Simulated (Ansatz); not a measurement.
Results of r²SCAN-D4 (Ansatz, an electronic-structure program, plane waves, PAW) for bcc V.

Run with plane-wave cutoff 560 eV, 26×26×26 k mesh, Fermi–Dirac smearing 0.05 eV, no spin polarisation, scalar-relativistic PAW data made under PBE.

Energies at three volumes about the minimum:

```json
[
 {"V (Å³/atom)": "12.924", "E − E_lowest (meV/atom)": "3.26"},
 {"V (Å³/atom)": "13.187", "E − E_lowest (meV/atom)": "0.00"},
 {"V (Å³/atom)": "13.451", "E − E_lowest (meV/atom)": "3.19"}
]
```

Problem. Fit a parabola by hand: where is the minimum, what lattice constant follows, and what is the bulk modulus?

Solution. Slopes: (0.00 − 3.26)/(13.187 − 12.924) = -12.395 and (3.19 − 0.00)/(13.451 − 13.187) = 12.083 meV/Å³. Curvature E″ = 2 × (12.083 − (-12.395))/(13.451 − 12.924) = 92.896 meV/Å⁶. From the middle of the first interval, the slope vanishes at V0 = 13.0555 − (-12.395)/92.896 = 13.189 Å³/atom. B = V0 E″ = 13.189 × 92.896 meV/Å³ × 0.1602 GPa per meV/Å³ = 196 GPa. With 2 atoms in the cube, a = (2 × 13.189)^(1/3) = 2.977 Å. The full Birch–Murnaghan fit to all volumes gives V0 = 13.185 Å³/atom and B0 = 196 GPa.

Measured, for comparison: bulk modulus 161 GPa (corrected for temperature and zero-point phonon effects, our sources range from 159 to 166; as tabulated in Levämäki et al. (2014), arXiv:1402.3671); lattice constant a 3.021 Å (static lattice: zero-point anharmonic expansion removed; as tabulated in Mejia-Rodriguez and Trickey (2018), arXiv:1807.09216). Computed (rounded) less measured: bulk modulus +22 % (+18 % to +23 % over the range).
